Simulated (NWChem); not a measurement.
The numbers come from NWChem runs, not from measurements. System: propene (C$_{3}$H$_{6}$), charge 0, spin multiplicity 1, at a geometry optimised with PBE0/def2-SVP. Level: RHF/def2-TZVP.

The NWChem input:

```
start mol
memory heap 200 mb stack 900 mb global 1100 mb
geometry units angstroms nocenter noautoz
  C      0.251373     1.216148     0.000000
  C     -0.459434    -0.096628     0.000000
  C      0.125646    -1.295327     0.000000
  H     -0.024077     1.817183    -0.882952
  H     -0.024077     1.817183     0.882952
  H      1.344067     1.088526     0.000000
  H     -1.556478    -0.050605     0.000000
  H      1.215992    -1.399611     0.000000
  H     -0.460938    -2.217837     0.000000
  symmetry group Cs
end
basis spherical
  * library def2-tzvp
end
scf
  rhf
  nopen 0
  maxiter 100
  thresh 1e-7
  semidirect memsize 60000000 filesize 0
end
task scf energy
```

NWChem printed:

```
             Northwest Computational Chemistry Package (NWChem) 7.3.0
             --------------------------------------------------------

                                NWChem Input Module
                                -------------------

 Scaling coordinates for geometry "geometry" by  1.889725989
 (inverse scale =  0.529177249)

 Turning off AUTOSYM since
 SYMMETRY directive was detected!

                             Geometry "geometry" -> ""
                             -------------------------

 Output coordinates in angstroms (scale by  1.889725989 to convert to a.u.)

  No.       Tag          Charge          X              Y              Z
 ---- ---------------- ---------- -------------- -------------- --------------
    1 C                    6.0000     0.25137300     1.21614800     0.00000000
    2 C                    6.0000    -0.45943400    -0.09662800     0.00000000
    3 C                    6.0000     0.12564600    -1.29532700     0.00000000
    4 H                    1.0000    -0.02407700     1.81718300    -0.88295200
    5 H                    1.0000    -0.02407700     1.81718300     0.88295200
    6 H                    1.0000     1.34406700     1.08852600     0.00000000
    7 H                    1.0000    -1.55647800    -0.05060500     0.00000000
    8 H                    1.0000     1.21599200    -1.39961100     0.00000000
    9 H                    1.0000    -0.46093800    -2.21783700     0.00000000

 Effective nuclear repulsion energy (a.u.)      70.5701132332

            Nuclear Dipole moment (a.u.)
            ----------------------------
        X                 Y               Z
 ---------------- ---------------- ----------------
    -0.0000018897    -0.0000056692     0.0000000000

      Symmetry information
      --------------------

 Group name             Cs
 Group number              2
 Group order               2
 No. of unique centers     8

      Symmetry unique atoms

     1    2    3    4    6    7    8    9


 Summary of "ao basis" -> "" (spherical)
 ------------------------------------------------------------------------------
       Tag                 Description            Shells   Functions and Types
 ---------------- ------------------------------  ------  ---------------------
 *                         def2-tzvp                  on all atoms

 Summary of "ao basis" -> "ao basis" (spherical)
 ------------------------------------------------------------------------------
       Tag                 Description            Shells   Functions and Types
 ---------------- ------------------------------  ------  ---------------------
 C                         def2-tzvp                11       31   5s3p2d1f
 H                         def2-tzvp                 4        6   3s1p

                                 NWChem SCF Module
                                 -----------------

  ao basis        = "ao basis"
  functions       =   129
  atoms           =     9
  closed shells   =    12
  open shells     =     0
  charge          =   0.00
  wavefunction    = RHF
  use symmetry    = T
  symmetry adapt  = T

 Summary of "ao basis" -> "ao basis" (spherical)
 ------------------------------------------------------------------------------
       Tag                 Description            Shells   Functions and Types
 ---------------- ------------------------------  ------  ---------------------
 C                         def2-tzvp                11       31   5s3p2d1f
 H                         def2-tzvp                 4        6   3s1p
[...]
      Two-electron energy =    108.527970697334
 Nuclear repulsion energy =     70.570113233157

        Time for solution =      2.3s

       Symmetry analysis of molecular orbitals - final
       -----------------------------------------------

  Numbering of irreducible representations:

     1 a'          2 a"

  Orbital symmetries:

     1 a'          2 a'          3 a'          4 a'          5 a'
     6 a'          7 a'          8 a'          9 a"         10 a'
    11 a'         12 a"         13 a'         14 a"         15 a'
    16 a'         17 a'         18 a"         19 a'         20 a'
    21 a'         22 a'

             Final eigenvalues
             -----------------

              1
    1  -11.2345
    2  -11.2242
    3  -11.2193
    4   -1.0631
    5   -0.9306
    6   -0.7537
    7   -0.6366
    8   -0.5825
    9   -0.5647
   10   -0.5218
   11   -0.4896
   12   -0.3588
   13    0.1505
   14    0.1559
   15    0.1830
   16    0.1947
   17    0.2224
   18    0.2235
   19    0.2471
   20    0.2782
   21    0.3218
   22    0.3313

                       ROHF Final Molecular Orbital Analysis
                       -------------------------------------

 Vector   10  Occ=2.000000D+00  E=-5.218428D-01  Symmetry=a'
              MO Center=  2.0D-01,  5.7D-01, -4.0D-15, r^2= 2.8D+00
   Bfn.  Coefficient  Atom+Function         Bfn.  Coefficient  Atom+Function
  ----- ------------  ---------------      ----- ------------  ---------------
     7      0.198525  1 C  py               107     -0.184268  6 H  s
    69      0.182188  3 C  py                 6     -0.171394  1 C  px
    10      0.170757  1 C  py                38     -0.151925  2 C  py

 Vector   11  Occ=2.000000D+00  E=-4.895848D-01  Symmetry=a'
              MO Center= -1.2D-01, -3.1D-01, -4.6D-15, r^2= 2.8D+00
   Bfn.  Coefficient  Atom+Function         Bfn.  Coefficient  Atom+Function
  ----- ------------  ---------------      ----- ------------  ---------------
    37      0.209585  2 C  px               113     -0.191816  7 H  s
    40      0.171427  2 C  px                68     -0.169230  3 C  px
   119     -0.155986  8 H  s

 Vector   12  Occ=2.000000D+00  E=-3.587510D-01  Symmetry=a"
              MO Center= -1.2D-01, -5.7D-01,  1.4D-14, r^2= 2.0D+00
   Bfn.  Coefficient  Atom+Function         Bfn.  Coefficient  Atom+Function
  ----- ------------  ---------------      ----- ------------  ---------------
    70      0.271066  3 C  pz                73      0.265427  3 C  pz
    39      0.249112  2 C  pz                42      0.245157  2 C  pz
    76      0.185418  3 C  pz                45      0.164527  2 C  pz

 Vector   13  Occ=0.000000D+00  E= 1.505097D-01  Symmetry=a'
              MO Center=  6.5D-02,  1.5D+00,  1.6D-15, r^2= 7.1D+00
   Bfn.  Coefficient  Atom+Function         Bfn.  Coefficient  Atom+Function
  ----- ------------  ---------------      ----- ------------  ---------------
     5      7.994674  1 C  s                 96     -2.245178  4 H  s
   102     -2.245178  5 H  s                108     -1.985063  6 H  s
    36     -1.788300  2 C  s                 43     -1.697498  2 C  px
   114     -1.419591  7 H  s                 44     -1.364888  2 C  py
    74      0.833156  3 C  px               120     -0.803877  8 H  s

 Vector   14  Occ=0.000000D+00  E= 1.559135D-01  Symmetry=a"
              MO Center= -1.1D-01, -6.6D-01, -8.1D-14, r^2= 3.6D+00
   Bfn.  Coefficient  Atom+Function         Bfn.  Coefficient  Atom+Function
  ----- ------------  ---------------      ----- ------------  ---------------
    45      0.988380  2 C  pz                76     -0.951814  3 C  pz
    96      0.257697  4 H  s                102     -0.257697  5 H  s
    39      0.254970  2 C  pz                70     -0.218593  3 C  pz
    42      0.212719  2 C  pz                14     -0.186246  1 C  pz

 Vector   15  Occ=0.000000D+00  E= 1.830129D-01  Symmetry=a'
              MO Center= -4.5D-01, -3.2D-01,  3.5D-15, r^2= 8.2D+00
   Bfn.  Coefficient  Atom+Function         Bfn.  Coefficient  Atom+Function
  ----- ------------  ---------------      ----- ------------  ---------------
    36      2.997548  2 C  s                114     -2.576642  7 H  s
     5     -2.512255  1 C  s                120      1.513576  8 H  s
   108      1.479404  6 H  s                126     -1.265422  9 H  s
    74     -0.905582  3 C  px                44      0.738045  2 C  py
    43     -0.594492  2 C  px                75     -0.582024  3 C  py

 center of mass
 --------------
 x =  -0.02205012 y =  -0.04703718 z =   0.00000000

 moments of inertia (a.u.)
 ------------------
         193.995627914322         -10.772872035104           0.000000000000
         -10.772872035104          39.331980633679           0.000000000000
           0.000000000000           0.000000000000         222.104401386166

  Mulliken analysis of the total density
  --------------------------------------

    Atom       Charge   Shell Charges
 -----------   ------   -------------------------------------------------------
    1 C    6     6.26   0.85  1.12  0.47  0.66  0.07  1.25  1.39  0.36  0.02  0.06  0.00
    2 C    6     6.12   0.85  1.12  0.50  0.59  0.10  1.22  1.32  0.30  0.02  0.09  0.01
    3 C    6     6.29   0.85  1.12  0.50  0.60  0.13  1.23  1.30  0.48  0.02  0.05  0.01
    4 H    1     0.89   0.26  0.49  0.11  0.02
    5 H    1     0.89   0.26  0.49  0.11  0.02
    6 H    1     0.90   0.26  0.50  0.11  0.02
    7 H    1     0.89   0.26  0.50  0.10  0.02
    8 H    1     0.88   0.26  0.50  0.10  0.02
    9 H    1     0.87   0.26  0.50  0.09  0.02

       Multipole analysis of the density wrt the origin
       ------------------------------------------------

     L   x y z        total         open         nuclear
     -   - - -        -----         ----         -------
     0   0 0 0      0.000000      0.000000     24.000000

     1   1 0 0     -0.020889      0.000000     -0.000002
     1   0 1 0      0.157330      0.000000     -0.000006
     1   0 0 1     -0.000000      0.000000      0.000000

     2   2 0 0    -14.169485      0.000000     27.360527
     2   1 1 0     -0.180086      0.000000      6.780638
     2   1 0 1     -0.000000      0.000000      0.000000
     2   0 2 0    -14.421500      0.000000    120.226378
     2   0 1 1      0.000000      0.000000      0.000000
     2   0 0 2    -16.620466      0.000000      5.568034

 Task  times  cpu:        3.5s     wall:        3.5s

 Total times  cpu:        3.5s     wall:        3.5s
```
